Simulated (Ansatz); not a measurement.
C4H6O, SMILES `C1=CCOC1`, relaxed with RKS PBE0-D4/def2-TZVP in Ansatz from a PBE-D4/def2-SVP geometry. The force threshold is 0.005 eV/Å; the program also tests the step.

The species carries charge 0 and has multiplicity 1.

Start:

```xyz
11

C    -0.282   -0.958    0.512
C     0.620   -0.056    0.934
C     0.687    1.079   -0.051
O    -0.255    0.755   -1.071
C    -0.883   -0.491   -0.785
H    -0.560   -1.898    1.011
H     1.230   -0.108    1.848
H     1.712    1.198   -0.487
H     0.431    2.062    0.420
H    -1.993   -0.362   -0.714
H    -0.706   -1.219   -1.618
```

| step | energy (eV) | largest force (eV/Å) | largest move (Å) |
| --- | --- | --- | --- |
| 1 | -6286.9319 | 0.632 | 0.000 |
| 2 | -6286.9884 | 0.188 | 0.023 |
| 3 | -6286.9930 | 0.016 | 0.009 |
| 4 | -6286.9930 | 0.005 | 0.001 |
| 5 | -6286.9930 | 0.002 | 0.000 |

End:

```xyz
11

C    -0.276   -0.947    0.510
C     0.612   -0.059    0.925
C     0.684    1.071   -0.047
O    -0.251    0.748   -1.061
C    -0.878   -0.491   -0.778
H    -0.548   -1.872    1.003
H     1.210   -0.113    1.825
H     1.687    1.181   -0.485
H     0.420    2.034    0.411
H    -1.966   -0.351   -0.704
H    -0.694   -1.200   -1.598
```

Run time 10 s (4 threads of an AMD EPYC 9R14 on a shared host); peak host memory 0.46 GiB.
